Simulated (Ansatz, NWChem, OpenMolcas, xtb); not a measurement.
## Loss of H2: C3H6O → C3H4O + H2

Species: C3H6O (allyl alcohol) `C=CCO`, singlet; C3H4O (propargyl alcohol) `C#CCO`, singlet; H2 (hydrogen), singlet. This is a balance of energies; it says nothing on the path, which may need atoms to shift.

Shapes, held fixed at every level: PBE0-D4/def2-TZVP. Flexible molecules stand in one conformer, not always the lowest. Programs: Ansatz 0.2.0, NWChem 7.3.0, OpenMolcas 26.06, xtb 6.7.1. A level may come from different programs for different species; with the same settings they agree closely. The zero-point and thermal change to 298 K, harmonic and unscaled (PBE0-D4/def2-TZVP), is -28.5 kJ/mol.

```json
{"level": "GFN1-xTB", "kind": "semi-empirical", "ΔH(298 K) (kJ/mol)": "+196.7"}
{"level": "HF/STO-3G", "kind": "Hartree–Fock", "ΔH(298 K) (kJ/mol)": "+232.4"}
{"level": "HF/3-21G", "kind": "Hartree–Fock", "ΔH(298 K) (kJ/mol)": "+180.4"}
{"level": "HF/def2-SVP", "kind": "Hartree–Fock", "ΔH(298 K) (kJ/mol)": "+192.0"}
{"level": "B3LYP/6-31G* (Cartesian functions)", "kind": "global hybrid", "ΔH(298 K) (kJ/mol)": "+189.3"}
{"level": "PBE0/def2-SVP", "kind": "global hybrid", "ΔH(298 K) (kJ/mol)": "+209.8"}
```

PBE0/def2-SVP gives ΔH(298 K) = +209.8 kJ/mol; the levels span +180.4 to +232.4. The median of the levels is +194.3. No measured value is set beside it here. Rows in sets without polarisation functions are far from converged.
